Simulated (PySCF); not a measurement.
Simulated absorption spectrum

Compound: C4H8.
Z-matrix (Å and degrees, PBE0-D3(BJ)/def2-TZVP geometry), rows numbered from 1:
```
C 
C   1  1.3290
C   2  1.4955  1  122.19
C   2  1.4955  1  122.16  3  -179.83
H   1  1.0844  2  121.28  3   179.96
H   1  1.0848  2  121.50  3     0.03
H   3  1.0951  2  110.74  1   120.59
H   3  1.0904  2  111.83  1    -0.45
H   3  1.0955  2  110.76  1  -121.50
H   4  1.0908  2  111.81  1    -1.02
H   4  1.0951  2  110.64  1   119.91
H   4  1.0951  2  110.88  1  -122.17
```

Computed with TDDFT CAM-B3LYP/aug-cc-pVTZ, vertical, gas phase, core orbitals frozen in the response (PySCF). Isolated species at its PBE0-D3(BJ)/def2-TZVP geometry, gas phase.

Computed states:

```tsv
state	E (eV)	f
S1	6.18	0.0051
S2	6.68	0.245
S3	6.91	0.025
S4	6.94	0.0000
S5	7.49	0.0000
S6	7.61	0.0033
S7	7.64	0.087
S8	7.86	0.019
S9	7.99	0.0014
S10	8.28	0.0000
```

Broadening: Gaussians 0.3 eV wide at half height, area fixed by f = 4.319×10⁻⁹ ∫ε dν̃. The cross-section is σ = 3.8235×10⁻²¹ ε cm², given in Mb (10⁻¹⁸ cm²). The width is an assumption, not a result. The curve ends short of the highest state used, and states not computed would add to its high-energy end.

Q: What does the envelope look like, and where are its maxima?

A: 
| E (eV) | σ (Mb) |
| --- | --- |
| 5.73 | 0.00 |
| 5.81 | 0.03 |
| 5.90 | 0.17 |
| 5.98 | 0.53 |
| 6.07 | 1.24 |
| 6.15 | 1.73 |
| 6.24 | 1.78 |
| 6.32 | 2.63 |
| 6.41 | 9.88 |
| 6.49 | 29.20 |
| 6.58 | 63.81 |
| 6.66 | 84.87 |
| 6.75 | 75.04 |
| 6.83 | 47.52 |
| 6.92 | 21.82 |
| 7.00 | 9.79 |
| 7.09 | 3.45 |
| 7.17 | 1.09 |
| 7.26 | 0.54 |
| 7.34 | 1.94 |
| 7.43 | 7.89 |
| 7.51 | 18.39 |
| 7.60 | 30.16 |
| 7.68 | 31.88 |

Maxima: 200 nm (6.20 eV), ε about 470, made up of S1 (96%) (hardly more than a shoulder); 186 nm (6.68 eV), ε about 22000, made up of S2 (98%); 162 nm (7.65 eV), ε about 8500, made up of S7 (91%) (ε in L mol⁻¹ cm⁻¹; maxima over ε = 5, shares over 10%).

Q: Coming from long wavelengths, where does ε first pass 100 L mol⁻¹ cm⁻¹?

A: At about 208 nm (5.95 eV), 0.22 eV below S1.

Q: What would ε be at 6.68 eV, the highest of these maxima, with half the width (0.15 eV)?

A: About 44000 L mol⁻¹ cm⁻¹ against 22500, a factor of about 1.96; a lone state at its own centre would give exactly 2.

Q: On this curve, what absorbance would a 10⁻³ mol/L sample give at 193 nm over a 1 cm path?

A: 193 nm is 6.424 eV, where ε is about 3200 L mol⁻¹ cm⁻¹, so A = ε c l ≈ 3.2 (Beer–Lambert, with the gas-phase spectrum and the assumed width).
